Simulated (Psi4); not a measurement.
# BNH2O (SMILES BN=O) at OMP2/aug-cc-pVDZ (density fitting for correlation)

Aim: the vertical ionisation energy of BNH2O at OMP2/aug-cc-pVDZ (density fitting for correlation), from 2 runs. 

The calculation is run with Psi4 1.11.

3 further runs of the same task are left out: 1 that didn't finish, 2 set aside as unsound or not needed.

**1. The structure to begin with**

The species is BNH2O (5 atoms), meant as a singlet with charge 0. SMILES: `BN=O`. Geometry: relaxed at GFN2-xTB.

Bond lengths: B1–N2 1.295 Å, N2–O3 1.192 Å, B1–H4 1.165 Å, B1–H5 1.166 Å. Angles: B1–N2–O3 179.9°, N2–B1–H4 118.8°, N2–B1–H5 118.8°, H4–B1–H5 122.4°.

**2. The energy at OMP2/aug-cc-pVDZ (density fitting for correlation)**

bh2no.xyz

```xyz
5
BH2NO
B     -0.303260     0.384710    -0.206480
N      0.435210    -0.552070     0.296940
O      1.113730    -1.415380     0.760240
H     -1.158940     0.091910    -0.941520
H     -0.086740     1.490830     0.090820
```

bh2no.py

```python
import psi4

psi4.set_memory('1600 MB')
psi4.set_num_threads(1)
psi4.core.set_output_file('psi4.out', False)

with open('bh2no.xyz') as f:
    atoms = ''.join(f.readlines()[2:])
m = psi4.geometry('0 1\n' + atoms + 'symmetry c1\nno_reorient\nno_com')

psi4.set_options({
    'puream': True,
    'e_convergence': 1e-09,
    'd_convergence': 1e-08,
    'scf_type': 'pk',
    'num_frozen_docc': 3,
})

energy_value, wavefunction = psi4.energy("omp2/aug-cc-pVDZ", return_wfn=True)
print(f'omp2/aug-cc-pVDZ energy: {energy_value:.10f} Eh')
for k, v in sorted(psi4.core.scalar_variables().items()):
    print(f'{k:45s} {v:18.10f}')
```

The run is started by

```sh
$ python bh2no.py
```

psi4.out, shortened:

```text
[...]
  Running in c1 symmetry.
[...]
  Nuclear repulsion =   58.612788367927159
[...]
  Multiplicity = 1
[...]
  Nalpha       = 11
  Nbeta        = 11
[...]
    Number of basis functions: 87
[...]
   @RHF iter   1:  -155.00862553916343   -7.88355e-01   3.08147e-03 ADIIS/DIIS
[...]
   @RHF iter  12:  -155.07007189869518   -1.41824e-11   5.16136e-09 DIIS
[...]
    Orbital Energies [Eh]
    ---------------------
    Doubly Occupied:
       1A    -20.687439     2A    -15.736175     3A     -7.620106
       4A     -1.558274     5A     -1.086180     6A     -0.786902
       7A     -0.710967     8A     -0.656345     9A     -0.621255
      10A     -0.506723    11A     -0.404125
[...]
  @RHF Final Energy:  -155.07007189869518
   => Energetics <=
    Nuclear Repulsion Energy =             58.6127883679271591
    One-Electron Energy =                -326.6167367425785528
    Two-Electron Energy =                 112.9338764759562110
    Total Energy =                       -155.0700718986951756
[...]
 Multipole Moments:
 ------------------------------------------------------------------------------------
     Multipole            Electronic (a.u.)      Nuclear  (a.u.)        Total (a.u.)
 ------------------------------------------------------------------------------------
 L = 1.  Multiply by 2.5417464519 to convert [e a0] to [Debye]
 Dipole X            :        -17.6262943           17.3747656           -0.2515287
 Dipole Y            :         22.3935224          -22.0743444            0.3191780
 Dipole Z            :        -12.0338371           11.8625668           -0.1712703
 Magnitude           :                                                    0.4409930
[...]
	Warning: cc_lambda option is changed to TRUE
	For this residual convergence, default PCG convergence is:     1.00e-07
[...]
	DF-MP2 Total Energy (a.u.)         :  -155.52667405717378
[...]
	DF-MP2 Total Energy (a.u.)         :  -155.54520293143457
[...]
	DF-OMP2 Total Energy (a.u.)        :  -155.54520293159786
[...]
```

The script printed:

```text
omp2/aug-cc-pVDZ energy: -155.5452029316 Eh
CURRENT CORRELATION ENERGY                         -0.4751310329
CURRENT ENERGY                                   -155.5452029316
CURRENT REFERENCE ENERGY                         -155.0700718987
DD SOLVATION ENERGY                                 0.0000000000
HF KINETIC ENERGY                                 155.0276088077
HF POTENTIAL ENERGY                              -310.0976807064
HF TOTAL ENERGY                                  -155.0700718987
HF VIRIAL RATIO                                     2.0002739066
MP2 CORRELATION ENERGY                             -0.4566021585
MP2 DOUBLES ENERGY                                 -0.4566021585
MP2 SINGLES ENERGY                                  0.0000000000
MP2 TOTAL ENERGY                                 -155.5266740572
NUCLEAR REPULSION ENERGY                           58.6127883679
OMP2 CORRELATION ENERGY                            -0.4751310329
OMP2 REFERENCE CORRECTION ENERGY                    0.0262861370
OMP2 TOTAL ENERGY                                -155.5452029316
ONE-ELECTRON ENERGY                              -326.6167367426
PCM POLARIZATION ENERGY                             0.0000000000
PE ENERGY                                           0.0000000000
SCF ITERATION ENERGY                             -155.0700718987
SCF ITERATIONS                                     12.0000000000
SCF TOTAL ENERGY                                 -155.0700718987
SCS(N)-MP2 CORRELATION ENERGY                     155.0700718987
SCS(N)-MP2 TOTAL ENERGY                             0.0000000000
SCS(N)-OMP2 CORRELATION ENERGY                    155.0700718987
SCS(N)-OMP2 TOTAL ENERGY                            0.0000000000
SCS-MP2 CORRELATION ENERGY                        155.0700718987
SCS-MP2 TOTAL ENERGY                                0.0000000000
SCS-OMP2 CORRELATION ENERGY                       155.0700718987
SCS-OMP2 TOTAL ENERGY                               0.0000000000
SOS-MP2 CORRELATION ENERGY                        155.0700718987
SOS-MP2 TOTAL ENERGY                                0.0000000000
SOS-OMP2 CORRELATION ENERGY                       155.0700718987
SOS-OMP2 TOTAL ENERGY                               0.0000000000
TWO-ELECTRON ENERGY                               112.9338764760
```

Run time: 14 s. Hardware: 1 thread of Intel Xeon Platinum 8488C (Sapphire Rapids), shared host; peak memory 0.31 GiB.

**3. The doublet cation, same level**

calc.inp

```
memory 1600 MB

molecule geom {
  1 2
  B     -0.303260     0.384710    -0.206480
  N      0.435210    -0.552070     0.296940
  O      1.113730    -1.415380     0.760240
  H     -1.158940     0.091910    -0.941520
  H     -0.086740     1.490830     0.090820
  units angstrom
  symmetry c1
}

set {
  reference uhf
  puream true
  e_convergence 1e-09
  d_convergence 1e-08
  scf_type pk
  num_frozen_docc 3
  maxiter 200
}

E = energy("omp2/aug-cc-pVDZ")
```

The run is started by

```sh
$ psi4 -i calc.inp -o calc.out -n 1
```

calc.out, shortened:

```text
[...]
  Running in c1 symmetry.
[...]
  Nuclear repulsion =   58.612788367927152
[...]
  Multiplicity = 2
[...]
  Nalpha       = 11
  Nbeta        = 10
[...]
    Number of basis functions: 87
[...]
   @UHF iter   1:  -154.63421650165040   -4.13946e-01   4.30572e-03 ADIIS/DIIS
[...]
   @UHF iter  22:  -154.74087246696581   -2.16005e-12   3.55197e-09 DIIS
[...]
   @S^2 Observed:                8.825433640E-01
[...]
  @UHF Final Energy:  -154.74087246696581
   => Energetics <=
    Nuclear Repulsion Energy =             58.6127883679271520
    One-Electron Energy =                -319.3645283369463073
    Two-Electron Energy =                 106.0108675020532871
    Total Energy =                       -154.7408724669658397
  UHF NO Occupations:
  HONO-2 :    9  A 1.9940695
  HONO-1 :   10  A 1.9415597
[...]
 Multipole Moments:
 ------------------------------------------------------------------------------------
     Multipole            Electronic (a.u.)      Nuclear  (a.u.)        Total (a.u.)
 ------------------------------------------------------------------------------------
 L = 1.  Multiply by 2.5417464519 to convert [e a0] to [Debye]
 Dipole X            :          0.8496826           -1.2889368           -0.4392542
 Dipole Y            :         -1.0805415            1.6382498            0.5577084
 Dipole Z            :          0.5815660           -0.8807805           -0.2992145
 Magnitude           :                                                    0.7703974
[...]
	Warning: cc_lambda option is changed to TRUE
	For this residual convergence, default PCG convergence is:     1.00e-07
[...]
	DF-SCS-MP2 Total Energy (a.u.)     :  -155.14302772869135
	DF-SOS-MP2 Total Energy (a.u.)     :  -155.13671661641666
[...]
	DF-SCS-OMP2 Total Energy (a.u.)    :  -155.17655683922581
	DF-SOS-OMP2 Total Energy (a.u.)    :  -155.13340512726185
	DF-SCS(N)-OMP2 Total Energy (a.u.) :  -154.93947192876448
[...]
	DF-OMP2 Total Energy (a.u.)        :  -155.19256455599657
[...]
```

Wall time 28 s (1 thread of Intel Xeon Platinum 8488C (Sapphire Rapids), shared host); peak memory 0.31 GiB.

**4. Outcome**

At OMP2/aug-cc-pVDZ (density fitting for correlation), 3 core orbitals frozen:

```
                                                                  quantity          value
                                               singlet BNH2O: total energy  -155.54520 Eh
                        singlet BNH2O: HOMO energy (Hartree–Fock orbitals)      -11.00 eV
                        singlet BNH2O: LUMO energy (Hartree–Fock orbitals)        1.14 eV
                      singlet BNH2O: HOMO–LUMO gap (Hartree–Fock orbitals)       12.14 eV
                singlet BNH2O: correlation energy (3 core orbitals frozen)     -475.1 mEh
                                              doublet cation: total energy  -155.19256 Eh
doublet cation: HOMO energy (Hartree–Fock orbitals) (highest over α and β)      -21.21 eV
 doublet cation: LUMO energy (Hartree–Fock orbitals) (lowest over α and β)       -7.22 eV
               doublet cation: correlation energy (3 core orbitals frozen)     -451.7 mEh
                         doublet cation: ⟨S²⟩ of the reference determinant          0.883
                        vertical ionisation energy (to the doublet cation)       9.596 eV
```

What this shows: The vertical ionisation energy comes to 9.60 eV (221 kcal/mol). ⟨S²⟩ (doublet cation) is 0.88 where a pure doublet has 0.75: the reference is spin-contaminated.
